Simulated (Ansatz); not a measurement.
Two shapes of singlet H5O2(+).

Shape 1:

```xyz
7

H    -0.0092    0.0039   -0.0244
O     1.2013    0.0443    0.0345
O    -1.1863   -0.0381    0.0400
H     1.6145    0.8017    0.4754
H    -1.5983   -0.7954    0.4705
H     1.7332   -0.2385   -0.7302
H    -1.7411    0.2430   -0.7186
```

Shape 2:

```xyz
7

H    -0.0476    0.0126   -0.0158
O     1.1754    0.0839    0.0552
O    -1.1449   -0.0494    0.0489
H     1.6106    0.7646    0.5036
H    -1.5776   -0.8112    0.4307
H     1.6882   -0.2383   -0.7034
H    -1.7820    0.2462   -0.7075
```

Basis set: STO-3G (spherical functions). Frozen core: 2 orbitals. Charge 1, multiplicity 1.

Computed with Ansatz (development build ahead of 0.2.0); each method stands on the lowest determinant of its kind that the runs found.

(1) Which shape is lower in energy, and by how much in each method?

Answers

(1)

```tsv
method	E(2) − E(1) (eV)
RHF	0.236
RHF-MP2	0.273
```

Shape 1 is lower.
